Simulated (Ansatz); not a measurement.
bcc Ba, treated with PBE+SOC in Ansatz (plane waves, PAW).

Numerical settings: plane-wave cutoff 520 eV, 16×16×16 k mesh, Fermi–Dirac smearing 0.05 eV, PAW data made under PBE.

Cell (relaxed at this level):

```
Ba
1.0
   -2.51027     2.51027     2.51027
    2.51027    -2.51027     2.51027
    2.51027     2.51027    -2.51027
Ba
1
Cartesian
  0.00000   0.00000   0.00000
```

Give the computed bulk modulus and pressure derivative B′ of the bulk modulus.


* **bulk modulus**: 8.72 GPa
* **pressure derivative B′ of the bulk modulus**: 2.7

The run finds no gap.

Measured, for comparison: bulk modulus 9.34 GPa (corrected for temperature and zero-point phonon effects, our sources range from 9.34 to 10.6; as tabulated in Levämäki et al. (2014), arXiv:1402.3671). Computed (rounded) less measured: bulk modulus -7 % (-7 % to -18 % over the range).

Computed values are for the static lattice.

The result took around 5 core-minutes (rough).

Ansatz is a quantum-chemistry and plane-wave program.
